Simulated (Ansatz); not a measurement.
# CH3Si2: the cost of one run

Program: Ansatz 0.2.0. Level of theory: UHF/def2-TZVP. These are calculated values, not measurements.

1 further run of the same task is left out (set aside as unsound or not needed).

### Step 1. Where the work starts

SMILES `[Si]#C[SiH3]`, 6 atoms, charge 0, spin multiplicity 2.

Atoms are counted from 1 here; the program's logs count them from 0.

Bond lengths: Si1–C2 1.722 Å, C2–Si3 1.838 Å, Si3–H4 1.512 Å, Si3–H5 1.507 Å, Si3–H6 1.507 Å. Angles: Si1–C2–Si3 178.0°, C2–Si3–H4 106.3°, C2–Si3–H5 112.8°, C2–Si3–H6 112.8°, H4–Si3–H5 108.1°, H4–Si3–H6 108.1°, H5–Si3–H6 108.5°.

As a file:

```xyz
6
CH3Si2
Si    0.7709   -2.5947    1.1082
C     0.3517   -1.0489    0.4759
Si   -0.1468    0.5739   -0.2285
H    -1.3910    0.3160   -1.0480
H     0.9008    1.1626   -1.1387
H    -0.4856    1.5912    0.8310
```

### Step 2. Relaxation

File input.yaml:

```yaml
crystal:
  periodic: [false, false, false]
  atoms:
    - { symbol: Si, position_ang: [0.770923, -2.594721, 1.108232] }
    - { symbol: C, position_ang: [0.351747, -1.048912, 0.475894] }
    - { symbol: Si, position_ang: [-0.146839, 0.573855, -0.228536] }
    - { symbol: H, position_ang: [-1.390985, 0.316002, -1.047956] }
    - { symbol: H, position_ang: [0.90078, 1.162578, -1.138682] }
    - { symbol: H, position_ang: [-0.485636, 1.591199, 0.831038] }
magnetization:
  spin_polarized: true
  initial_magnetization: 1
basis:
  gaussian: { orbitals: def2-TZVP }
hamiltonian:
  xc: hf
output:
  forces: true
relax:
  f_tol: 0.003
  max_steps: 120
```

Run with:

```console
ansatz run input.yaml --threads 1 --pin off --max-ram 2560MiB --backend cpu --events-out ev --progress --plain --runs-dir out
```

Q: Estimate wall time and peak memory on 1 thread of Arm Neoverse V2, shared host.

About 69 s, with a peak of 0.33 GiB.
